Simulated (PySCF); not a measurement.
Compound: C4H5Cl.
Atom-mapped SMILES: `[CH2:1]=[C:2]1[CH2:3][C@H:4]1[Cl:5]` (hydrogens: H6, H7 on C1; H8, H9 on C3; H10 on C4)

Structure used (PBE0-D3(BJ)/def2-SVP), in Å, numbered top down from 1:
```xyz
10
C4H5Cl angstrom
C      1.5986   -0.1300   -0.6182
C      0.4075    0.0061   -0.0602
C     -0.6116    0.8576    0.5611
C     -0.8653   -0.6145    0.2865
Cl    -1.9951   -1.0901   -0.9821
H      2.2946    0.7112   -0.6818
H      1.9141   -1.0880   -1.0404
H     -0.5094    1.1691    1.6072
H     -1.1300    1.5779   -0.0818
H     -0.9169   -1.2995    1.1389
```

Theory: EOM-IP-CCSD/aug-cc-pVDZ in PySCF, restricted Hartree–Fock reference, 9 core orbitals frozen, non-relativistic, gas phase, PBE0-D3(BJ)/def2-SVP geometry.

Hartree–Fock orbital energies give these Koopmans values (eV): HOMO 10.26, HOMO-1 11.16, HOMO-2 11.55, HOMO-3 12.97, HOMO-4 14.16, HOMO-5 14.62, HOMO-6 16.67, HOMO-7 17.41.

Question: What vertical ionisation energies does EOM-IP-CCSD give?

Answer: 
```tsv
leading hole (HF orbital)	Koopmans (eV)	EOM-IP-CCSD (eV)	change (eV)	one-hole share
HOMO	10.26	9.97	-0.29	0.96
HOMO-1	11.16	10.38	-0.78	0.96
HOMO-2	11.55	10.64	-0.91	0.96
HOMO-3	12.97	11.93	-1.04	0.95
HOMO-4	14.16	12.93	-1.23	0.95
HOMO-5	14.62	13.58	-1.04	0.95
HOMO-6	16.67	15.23	-1.44	0.93
HOMO-7	17.41	15.98	-1.43	0.94
```

Question: Does the order of the lines follow the orbital energies?

Answer: Yes, no two lines change places. The corrections run from -1.44 to -0.29 eV, with a mean of -1.02 eV over the 8 lines; no line lies above its Koopmans value. Koopmans values leave out both the relaxation of the orbitals and the change in correlation energy.

Question: At what kinetic energies would He I light (21.22 eV) eject these electrons?

Answer: 11.25 eV (HOMO), 10.84 eV (HOMO-1), 10.58 eV (HOMO-2), 9.29 eV (HOMO-3), 8.29 eV (HOMO-4), 7.64 eV (HOMO-5), 5.99 eV (HOMO-6), 5.24 eV (HOMO-7).

One root was sought for each valence orbital with −ε under 21 eV, eight at most, so deeper holes and satellites are missing; no vibrational structure.

The run took 6.4 min on an Arm Neoverse V1 with one thread, no GPU, on a shared host, and the process peaked at 2.9 GiB of memory.
